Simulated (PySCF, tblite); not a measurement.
**H12NO4+, an ion with solvent molecules: NMR shifts, interaction energy, spin-spin couplings and core binding energies**

What NMR shifts, interaction energy, spin-spin couplings and core binding energies should one expect for `[NH4+]` with 4 × `O`?

Computed with tblite 0.8.0 and PySCF 2.14.0; each step states its level. No surroundings beyond the atoms listed, unless a continuum is named. Atoms count from 0, parts from 1.

## Step 1: Starting point

17 atoms, charge 1, multiplicity 1; geometry: rigid parts in contact. Parts: 1 = atoms 0–4, `[NH4+]`, charge 1; 2 = atoms 5–7, `O`, charge 0; 3 = atoms 8–10, `O`, charge 0; 4 = atoms 11–13, `O`, charge 0; 5 = atoms 14–16, `O`, charge 0.

## Step 2: Docking the parts with GFN2-xTB

Job settings and geometry (Å):

```
{"job": {"kind": "dock", "xc": "GFN2-xTB", "basis": "xTB"}, "charge": 1, "multiplicity": 1, "parts": [{"atoms": "0-4", "charge": 1, "multiplicity": 1}, {"atoms": "5-7", "charge": 0, "multiplicity": 1}, {"atoms": "8-10", "charge": 0, "multiplicity": 1}, {"atoms": "11-13", "charge": 0, "multiplicity": 1}, {"atoms": "14-16", "charge": 0, "multiplicity": 1}]}
N      0.086972     0.110019    -0.166678
H     -0.235037    -0.370827    -1.038155
H     -0.567690     0.867906     0.094206
H      0.077477    -0.591345     0.622425
H      1.041082     0.430089    -0.310746
O     -0.226759    -1.759291     1.699972
H      0.032312    -2.681863     1.749595
H     -0.472905    -1.433977     2.585986
O     -0.532178    -1.448182    -2.257501
H     -0.878137    -1.169436    -3.108383
H     -0.488348    -2.407477    -2.247400
O     -0.721211    -0.198909     3.881460
H      0.002508    -0.054812     4.497968
H     -1.531997    -0.013207     4.361317
O     -2.079815     1.282293     1.134227
H     -2.409754     0.476332     1.538219
H     -2.506216     2.014648     1.588553
```

With the program's defaults for keys left out, this is: GFN2-xTB search for minima from random contacts, gas phase.

On the command line:

```console
> OMP_NUM_THREADS=1 python cluster_run.py task.json out
```

This one command runs all jobs of the session in turn.

**Question.** The jobs that follow are: PBE0-D3(BJ)/def2-SVPD geometry optimisation, gas phase; GIAO PBE0/pcSseg-1 NMR shielding, non-relativistic, gas phase; wB97M-D3(BJ)/def2-SVPD interaction energy, counterpoise and uncorrected, gas phase; PBE0-D3(BJ)/def2-SVPD interaction energy, counterpoise and uncorrected, gas phase; B3LYP/pcJ-1 indirect spin-spin coupling, non-relativistic, gas phase; delta-SCF UKS SCAN, pcX-2 on the ionised atom, pcseg-1 elsewhere, spin-free X2C. Predict: binding energy (GFN2-xTB); point group; rotational constants (main isotopes); shieldings of H (PBE0/pcSseg-1); largest proton shift on binding; interaction energy, counterpoise (wB97M-D3(BJ)/def2-SVPD); superposition error; binding energy (with deformation); largest coupling of the table (B3LYP/pcJ-1); O1s binding energies, SCAN/pcX-2 (standing for 2 of 4 atoms); N1s binding energies, SCAN/pcX-2.

The runs gave:

```
                                                    quantity                                                                                   value
                                   binding energy (GFN2-xTB)                            -68.45 kcal/mol (rough: tight binding is poor for bare ions)
                                                 point group                                                                                      C1
                        rotational constants (main isotopes)                                                                    3.43, 1.06, 0.88 GHz
                             shieldings of H (PBE0/pcSseg-1)  H2 22.1, H3 22.3, H1 22.9, H15 26.6, H7 26.7, H4 28.7, H13 29.1, H12 29.1 ppm and more
                             largest proton shift on binding                                                                          H15, +4.37 ppm
   interaction energy, counterpoise (wB97M-D3(BJ)/def2-SVPD)                                                                         -68.18 kcal/mol
                                         superposition error                                                                           3.76 kcal/mol
                           binding energy (with deformation)                                                                         -67.10 kcal/mol
                 largest coupling of the table (B3LYP/pcJ-1)                                                               1J(O,H) O14–H16, -91.6 Hz
O1s binding energies, SCAN/pcX-2 (standing for 2 of 4 atoms)                                                                O5 543.13, O14 543.11 eV
                            N1s binding energies, SCAN/pcX-2                                                                            N0 411.68 eV
 range of the interaction energy over the runs of this table                                                               -70.50 to -68.18 kcal/mol
```

What this shows: At its xTB geometry the search ends with the contact H2···O14 (hydrogen bond, 1.65 Å); 6 starts can't prove it the lowest minimum. Further contacts there: H3···O5 (hydrogen bond, 1.67 Å), H1···O8 (hydrogen bond, 1.70 Å). A later relaxation moves these distances. Relaxing lowered the energy by 0.121 eV in 7 steps; the close pair that moved most is N0–H2, from 1.086 to 1.045 Å. On binding (GIAO PBE0/pcSseg-1 NMR shielding, non-relativistic, gas phase), H15 moves most among the protons, 4.37 ppm downfield. The attractive terms split as electrostatic 67 %, orbital 30 %, dispersion 3 %, against 56.43 kcal/mol of Pauli repulsion. Of the pairs tabulated at B3LYP/pcJ-1, O14–H16 couples most strongly (-91.6 Hz; Fermi contact -79.1 Hz). The O1s levels computed lie within 0.02 eV of one another, too close to rank. Only 2 of the 4 O atoms are covered by sound results. Binding moves the N1s level of N0 by -5.33 eV. The interaction energy runs from -70.50 (PBE0-D3(BJ)/def2-SVPD) to -68.18 kcal/mol (wB97M-D3(BJ)/def2-SVPD).
